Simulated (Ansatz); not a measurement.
# CHAlO (singlet): from Hartree-Fock to the top rungs at a displaced geometry (v2), cc-pVDZ

One table from this session's results is given with a row withheld; the runs are named, their logs left out.

Computed with Ansatz 0.2.0, Gaussian basis. Level: cc-pVDZ, core rule «outside noble gas», up to 7 orbitals frozen.

The runs, in order: UHF; CCSD(T) on RHF; CCSD(T) on UHF; BCCD(T) on RHF; CISD; CCSDT(Q) on RHF; CCSDT(Q) on UHF; CASSCF and MRCISD+Q, 8 electrons in 8 orbitals; CASSCF and NEVPT2, 8 electrons in 8 orbitals.

12 further runs of the same task are left out: 4 that didn't finish, 8 set aside as unsound or not needed.

## The system

The geometry is a PBE0/def2-TZVP stationary point (not a proven minimum) with its atoms shifted at random (size 0.100 Å).

4 atoms, charge 0, spin multiplicity 1.

Atoms are counted from 1 here; the program's logs count them from 0.

Bond lengths: Al1–C2 1.923 Å, C2–O3 1.276 Å, O3–H4 0.920 Å. Angles: Al1–C2–O3 167.4°, C2–O3–H4 111.9°.

As a file:

```tsv
atom	x (Å)	y (Å)	z (Å)
Al1	0.0546	-0.1369	2.1897
C2	0.0469	-0.0688	0.2678
O3	-0.0500	-0.2881	-0.9860
H4	-0.0515	0.4937	-1.4715
```

The first run:

Contents of in.yaml:

```yaml
crystal:
  periodic: [false, false, false]
  atoms:
    - {symbol: Al, position_ang: [0.054647, -0.136894, 2.189720]}
    - {symbol: C, position_ang: [0.046926, -0.068792, 0.267787]}
    - {symbol: O, position_ang: [-0.050043, -0.288053, -0.985988]}
    - {symbol: H, position_ang: [-0.051530, 0.493739, -1.471519]}
basis:
  gaussian: {orbitals: cc-pVDZ}
magnetization: {spin_polarized: true, initial_magnetization: 0}
hamiltonian: {xc: hf}
output: {orbitals: {seedname: orbitals}}
```

Run with:

```console
ansatz run in.yaml --threads 1 --pin off --events-out ev --progress --plain --max-ram 2393MiB
```

Among the steps run: UHF; CCSD(T) on RHF; CCSD(T) on UHF; BCCD(T) on RHF; CISD; CCSDT(Q) on RHF; CCSDT(Q) on UHF; CASSCF and MRCISD+Q, 8 electrons in 8 orbitals; CASSCF and NEVPT2, 8 electrons in 8 orbitals.

One of the session's tables, all rows but one given; the rest of the session is left out.

```
   method  from RCCSDT(Q) (meV)
      RHF              +10580.3
      UHF               +9975.6
     RMP2               +1309.6
     UMP2               +1256.1
     CISD               +1554.4
    RCCSD                +427.6
    UCCSD                +281.9
 RCCSD(T)                     ?
 UCCSD(T)                 -39.3
  BCCD(T)                 +73.8
   RCCSDT                 +39.4
   UCCSDT                -173.2
RCCSDT(Q)                     0
UCCSDT(Q)                -264.8
```

Estimate the missing values for RCCSD(T).

As computed: from RCCSDT(Q) (meV): +76.5. In the column «from RCCSDT(Q) (meV)» it lies between BCCD(T) (+73.8) and UCCSD (+281.9).

Not comparable, so not listed: CASSCF and NEVPT2, 8 electrons in 8 orbitals (they don't share determinant, frozen orbitals or solution with the rows shown, or repeat one).

Caveats from the session: The determinant is far from a pure spin state, so its energy mixes those of several spin states (harmless only where they are near-degenerate, as at dissociation). Left out of the table: CASSCF frontier, MRCISD frontier, MRCISD+Q frontier (the active space lost an orbital or holds another state than full CI finds). The program flags UCCSD(T), UCCSDT(Q) as in doubt, so those rows may rest on another solution; read them beside their warnings. Warnings: restricted reference is unstable; spin contamination; large T1 diagnostic. Restricted and unrestricted rows rest on different reference determinants; where their highest levels disagree by more than a few hundredths of an eV, they describe different states and don't form one ladder. Warnings in the runs' records: passed over end.
